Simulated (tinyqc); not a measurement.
Worked calculation: UHF in the sto-3g basis, for H2O+, spin multiplicity 2. This run ends on a higher stationary point, not on the lowest solution. Computed by tinyqc, a small Python program that keeps every step (integrals from PySCF). Settings: charge = 1, multiplicity = 2, basis = sto-3g, energy threshold = 1e-09, iteration cap = 62, orthogonalisation = symmetric, start = highest core orbitals, DIIS depth = 8, damping = 0.5, method = UHF. Command: `OMP_NUM_THREADS=1 python tinyqc.py 24621 24622 out.jsonl` (the two numbers bound the seeds that draw the settings). One thread of a shared host (Intel(R) Xeon(R) Processor @ 2.60GHz), about 0.1 s of CPU time with the checks.

Geometry (angstrom):

| atom | x | y | z |
|---|---|---|---|
| O | 0.000000 | 0.000000 | 0.000000 |
| H | 0.000000 | 0.921000 | 0.635000 |
| H | 0.000000 | -0.877000 | 0.605000 |

Stop when the energy changes by less than 1e-09 hartree and every element of the error matrix X^T (F D S - S D F) X (for each spin) is below 9e-06.

Course of the cycle:

| iteration | E (hartree) | change | largest element of the error matrix |
|---|---|---|---|
| 1 | -26.22452553 | - | 1.88e-01 |
| 2 | -51.40854720 | -2.52e+01 | 1.04e-01 |
| 3 | -63.05519500 | -1.16e+01 | 8.86e-02 |
| 4 | -68.70038511 | -5.65e+00 | 1.20e-01 |
| 5 | -71.52670658 | -2.83e+00 | 8.56e-02 |
| 6 | -72.94865006 | -1.42e+00 | 3.39e-02 |
| 7 | -73.67484003 | -7.26e-01 | 2.28e-02 |
| 8 | -74.03829583 | -3.63e-01 | 2.54e-02 |
| 9 | -74.22167921 | -1.83e-01 | 1.16e-02 |
| 10 | -74.31370496 | -9.20e-02 | 6.87e-03 |
| 11 | -74.36002436 | -4.63e-02 | 4.73e-03 |
| 12 | -74.38315181 | -2.31e-02 | 2.28e-03 |
| 13 | -74.39480977 | -1.17e-02 | 1.07e-03 |
| 14 | -74.40066599 | -5.86e-03 | 5.54e-04 |
| ... | ... | ... | ... |
| 24 | -74.40653882 | -5.75e-06 | 5.45e-07 |
| 25 | -74.40654170 | -2.88e-06 | 2.72e-07 |
| 26 | -74.40654314 | -1.44e-06 | 1.36e-07 |
| 27 | -74.40654385 | -7.19e-07 | 6.81e-08 |
| 28 | -74.40654421 | -3.60e-07 | 3.41e-08 |
| 29 | -74.40654439 | -1.80e-07 | 1.70e-08 |
| 30 | -74.40654448 | -8.99e-08 | 8.52e-09 |
| 31 | -74.40654453 | -4.49e-08 | 4.26e-09 |
| 32 | -74.40654455 | -2.25e-08 | 2.13e-09 |
| 33 | -74.40654456 | -1.12e-08 | 1.06e-09 |
| 34 | -74.40654457 | -5.62e-09 | 5.32e-10 |
| 35 | -74.40654457 | -2.81e-09 | 2.66e-10 |
| 36 | -74.40654457 | -1.40e-09 | 1.33e-10 |
| 37 | -74.40654457 | -7.02e-10 | 6.65e-11 |

Can the last value be used, and what does the course show?

No, though the log alone does not show it. Converged in 37 iterations. But the solution lies 0.25624 hartree above the reference: it is another stationary point, not the lowest one. Reruns (cap 100 unless said): DIIS 8: converged in 19 to a higher stationary point; damping 0.5: not converged; level shift 0.5: converged in 93 to a higher stationary point; atomic densities as start, DIIS 8: converged in 11. PySCF UHF in the same basis, after a stability check = -74.66278640 hartree.
